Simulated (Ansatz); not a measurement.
input.yaml (Ansatz)

```yaml
crystal:
  lattice:
    - [3.7781929599, 0.0, 0.0]
    - [-1.8890964799, 3.2720110836, 0.0]
    - [0.0, 0.0, 6.1356257621]
  atoms:
    - { symbol: Tm, position: [0.3333333333, 0.6666666667, 0.25], spin: 1.133, spin_axis: [0, 0, 1] }
    - { symbol: Tm, position: [0.6666666667, 0.3333333333, 0.75], spin: 1.133, spin_axis: [0, 0, 1] }
hamiltonian:
  xc: rpbe
  pseudopotentials:
    kind: paw_fr
    azcp:
      Tm: "pseudopotentials/Tm.paw.azcp"
basis:
  ecutwfc: 420
  fft_grid_basis: typed
kpoints:
  mp_grid: { grid: [10, 10, 5], shift: [0, 0, 0] }
magnetization:
  noncollinear: true
  spin_orbit: true
scf:
  occupations: { method: fermi_dirac, width: 0.05 }
```

Output

```
band count auto-derived: 60 (N_el = 46.0; filled up to band 46; 56 by the electrons, moments and atoms)
Engine: ansatz 0.2.0, x86_64-unknown-linux-gnu
Pseudopotentials: kind: paw_fr
Pseudopotential: Tm, paw_fr, valence charge 23, recommended cutoff 420 eV (normal) 
Functional definition: RPBE
  parameter kappa = 0.804
  parameter beta = 0.06672455060314922
  exchange = rpbe_x(kappa = kappa, mu = beta*pi^2/3)
  correlation = pbe_c(beta = beta)
Crystal: 2 atoms, lattice volume = 75.850 Å³
Basis set: ecut = 420 eV, 1473 PW (Γ)
Bands: 60, of which v1, the nominal top of the filled ones, is band 46 counted from 1 (45 counted from 0)
Symmetry: 12 space group operations + 12 with time reversal
Magnetic group: BNS 194.270 (UNI 1500), of the structure as read, at distance tolerance 4.2e-5 Å
k-points: 42 of 500 (time reversal used)
Projection manifold: j_resolved (fully-relativistic pseudo-atomic orbitals)
Non-local potential: Tm, projectors of the file, l = 0: 3, l = 1: 4, l = 2: 4, l = 3: 6
PAW form: soft (Blöchl's): semilocal exchange-correlation on the pseudo side does not see the compensation charge
PAW frozen core: Tm, regenerated for the run's functional, and the local potential with it (the file was generated under x = pbe(κ = 0.804, μ = 0.2195149727645171), c = pbe(β = 0.06672455060314922))
PAW one-centre angular grid: Tm, 590 points (default); XC on its mesh's 2859 points in the sphere
Initial density: superposition of atomic densities (chi_scale 0.1, normalization cell)
Starting moments: Σ|m| = 2.266 μB on 2 of 2 sites
Initial wavefunctions: pseudopotential atomic-orbital guess
Functional: x = rpbe, c = pbe(β = 0.06672455060314922)
SCF iter   1: F=—  HF=-25877.226256 eV  |F-HF|=—  |Δ(HF+E_count)|=         —  Δρ=7.36e-2  dr2=1.13e-1  dr2_m=9.98e-1  ethr=3.10e-3  |M|=2.36e0 ∫|m|=2.39e0 μB  |m|>n=0.0e0 m-floor=0.0e0 τ_xc=3.1e-34  β_m=0.30  ⟨swp⟩=7.9  Hψ=13178  notcnv=0  defer=9
Mixer restart at iter 1: flushing history
spin=Noncollinear: Kerker preconditioning applied to the charge; magnetization (m_x, m_y, m_z) channels mix plain (no charge-response kernel on spin).
SCF iter   2: F=—  HF=-25877.338190 eV  |F-HF|=—  |Δ(HF+E_count)|=   1.12e-1  Δρ=5.56e-2  dr2=6.67e-2  dr2_m=5.69e-1  ethr=2.46e-4  |M|=2.35e0 ∫|m|=2.39e0 μB  |m|>n=0.0e0 m-floor=0.0e0 τ_xc=1.1e-19  β_m=0.65  ⟨swp⟩=3.1  Hψ=5489  notcnv=0  defer=126
SCF iter   3: F=—  HF=-25877.221894 eV  |F-HF|=—  |Δ(HF+E_count)|=   1.16e-1  Δρ=4.04e-3  dr2=7.56e-3  dr2_m=3.17e-3  ethr=1.45e-4  |M|=2.21e0 ∫|m|=2.30e0 μB  |m|>n=0.0e0 m-floor=0.0e0 τ_xc=1.2e-19  β_m=0.56  ⟨swp⟩=4.4  Hψ=6415  notcnv=0  defer=125
...
SCF iter 390: F=—  HF=-25878.549657 eV  |F-HF|=—  |Δ(HF+E_count)|=   6.49e-2  Δρ=3.26e-3  dr2=5.85e-3  dr2_m=1.82e-3  ethr=1.77e-8  |M|=2.10e0 ∫|m|=3.98e0 μB  |m|>n=0.0e0 m-floor=0.0e0 τ_xc=1.4e-16  β_m=0.24  ⟨swp⟩=5.6  Hψ=10779  notcnv=0  defer=121
SCF iter 391: F=—  HF=-25878.301026 eV  |F-HF|=—  |Δ(HF+E_count)|=   2.49e-1  Δρ=1.21e-2  dr2=7.71e-2  dr2_m=1.99e-2  ethr=1.77e-8  |M|=2.03e0 ∫|m|=3.84e0 μB  |m|>n=0.0e0 m-floor=0.0e0 τ_xc=1.3e-16  β_m=0.19  ⟨swp⟩=6.4  Hψ=12575  notcnv=0  defer=121  recentre
SCF iter 392: F=—  HF=-25878.162474 eV  |F-HF|=—  |Δ(HF+E_count)|=   1.39e-1  Δρ=1.58e-2  dr2=1.30e-1  dr2_m=3.38e-2  ethr=1.77e-8  |M|=2.01e0 ∫|m|=3.74e0 μB  |m|>n=0.0e0 m-floor=0.0e0 τ_xc=1.3e-16  β_m=0.19  ⟨swp⟩=6.5  Hψ=12291  notcnv=0  defer=121
SCF iter 393: F=—  HF=-25878.694549 eV  |F-HF|=—  |Δ(HF+E_count)|=   5.32e-1  Δρ=6.10e-4  dr2=2.77e-4  dr2_m=1.50e-4  ethr=1.77e-8  |M|=2.11e0 ∫|m|=4.04e0 μB  |m|>n=0.0e0 m-floor=0.0e0 τ_xc=1.4e-16  β_m=0.23  ⟨swp⟩=6.7  Hψ=13447  notcnv=0  defer=121
SCF iter 394: F=—  HF=-25878.455495 eV  |F-HF|=—  |Δ(HF+E_count)|=   2.39e-1  Δρ=6.90e-3  dr2=2.58e-2  dr2_m=7.32e-3  ethr=1.77e-8  |M|=2.08e0 ∫|m|=3.94e0 μB  |m|>n=0.0e0 m-floor=0.0e0 τ_xc=1.4e-16  β_m=0.16  ⟨swp⟩=6.5  Hψ=12920  notcnv=0  defer=121  recentre
SCF iter 395: F=—  HF=-25878.654409 eV  |F-HF|=—  |Δ(HF+E_count)|=   1.99e-1  Δρ=4.66e-4  dr2=1.03e-4  dr2_m=8.32e-5  ethr=1.77e-8  |M|=2.09e0 ∫|m|=4.02e0 μB  |m|>n=0.0e0 m-floor=0.0e0 τ_xc=1.4e-16  β_m=0.25  ⟨swp⟩=6.4  Hψ=12654  notcnv=0  defer=121
SCF iter 396: F=—  HF=-25878.534607 eV  |F-HF|=—  |Δ(HF+E_count)|=   1.20e-1  Δρ=4.73e-3  dr2=1.15e-2  dr2_m=2.83e-3  ethr=1.77e-8  |M|=2.07e0 ∫|m|=3.93e0 μB  |m|>n=0.0e0 m-floor=0.0e0 τ_xc=1.3e-16  β_m=0.09  ⟨swp⟩=6.3  Hψ=12309  notcnv=0  defer=121  recentre
SCF iter 397: F=—  HF=-25878.571760 eV  |F-HF|=—  |Δ(HF+E_count)|=   3.72e-2  Δρ=3.33e-3  dr2=5.51e-3  dr2_m=1.54e-3  ethr=1.77e-8  |M|=2.08e0 ∫|m|=3.94e0 μB  |m|>n=0.0e0 m-floor=0.0e0 τ_xc=1.3e-16  β_m=0.06  ⟨swp⟩=4.9  Hψ=9802  notcnv=0  defer=121
SCF iter 398: F=—  HF=-25878.672894 eV  |F-HF|=—  |Δ(HF+E_count)|=   1.01e-1  Δρ=9.05e-4  dr2=2.26e-4  dr2_m=3.82e-4  ethr=1.77e-8  |M|=2.12e0 ∫|m|=4.00e0 μB  |m|>n=0.0e0 m-floor=0.0e0 τ_xc=1.3e-16  β_m=0.46  ⟨swp⟩=12.4  Hψ=19813  notcnv=0
SCF iter 399: F=—  HF=-25878.621753 eV  |F-HF|=—  |Δ(HF+E_count)|=   5.11e-2  Δρ=1.79e-3  dr2=1.89e-3  dr2_m=5.85e-4  ethr=1.77e-8  |M|=2.09e0 ∫|m|=4.02e0 μB  |m|>n=0.0e0 m-floor=0.0e0 τ_xc=1.4e-16  β_m=0.26  ⟨swp⟩=12.0  Hψ=20364  notcnv=0  recentre
SCF iter 400: F=—  HF=-25878.466821 eV  |F-HF|=—  |Δ(HF+E_count)|=   1.55e-1  Δρ=6.11e-3  dr2=1.90e-2  dr2_m=5.13e-3  ethr=1.77e-8  |M|=2.06e0 ∫|m|=3.89e0 μB  |m|>n=0.0e0 m-floor=0.0e0 τ_xc=1.3e-16  β_m=0.34  ⟨swp⟩=11.8  Hψ=21052  notcnv=0
Error: did not converge after 400 iterations: dr2 = 1.90e-2 (threshold 1.00e-7), under the density mixer `msr1`, which `scf.mixing.algorithm: auto` chose by the deck's other keys (type `scf.mixing.algorithm: msr1` to keep it); raise `scf.max_iter`, which need not help a stalled SCF, or adjust the mixing (`scf.mixing`) or, under a smearing, its width (`scf.occupations.width`, in either direction: another width is another result); this SCF holds its density and magnetisation to the symmetry operations that it keeps, and cannot end on a state that breaks one of them: if the state sought breaks one, re-run with `crystal.symmetry.detect: false`, without `crystal.symmetry.time_reversal: true`, on a non-collinear deck whose state breaks time reversal, with `crystal.symmetry.time_reversal: false` beside it (there exact exchange or a DFT+U term alone can polarise the run; a magnetic state wants starting moments), where the deck allows it (that run may end on another state, and need not converge either); the iterations of this SCF solved its open shells (`scf.mixing.spin_hold`): under `scf.lower_state_search: off` none does, but the run then seeks no lower state either and can end higher; this SCF's setup event announced max_iter 300: the iterations of an SCF that was granted more for a minimisation of its free energy (`minimisation_begun`, or `minimisation_memory_short`) — the other mixer that `auto` picks from is left to try (`scf.mixing.algorithm: broyden`); it can need more iterations, either can converge an SCF that the other leaves open, and the two can end on different states; the input reference at `scf.mixing.algorithm` says more, and from which start to try it
```

No converged result was reached.

The f occupation was not exhaustively searched.
